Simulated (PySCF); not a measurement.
**Magnesium: a sound run and one with changed settings**

Sound run: Mg [Ne] 3s2, Mg+ [Ne] 3s1. Calculation: PySCF 2.14, in x2c-SVPall (4s3p1d, 18 functions); scalar relativity by spin-free X2C-1e. The sound run starts from symmetry-adapted Hartree-Fock orbitals and uses a fine grid where one is needed.

Changed run: 14 angular points. This setting is unsound on purpose.

| species | method | sound run (hartree) | changed run (hartree) | converged |
| --- | --- | --- | --- | --- |
| Mg | UHF | -199.83681 | -199.83681 | yes |
| Mg | B3LYP | -200.32588 | -200.32588 | yes |
| Mg | PBE0 | -200.19483 | -200.19483 | yes |
| Mg+ | UHF | -199.59438 | -199.59438 | yes |
| Mg+ | B3LYP | -200.04072 | -200.04072 | yes |
| Mg+ | PBE0 | -199.91670 | -199.91670 | yes |

Ionisation energy of Mg:

```
method  sound run (eV)  changed run (eV)
   UHF           6.597             6.597
 B3LYP           7.760             7.760
  PBE0           7.568             7.568
```

Here the setting changes nothing at the digits shown.

For comparison, NIST gives 7.646 eV between the lowest levels.
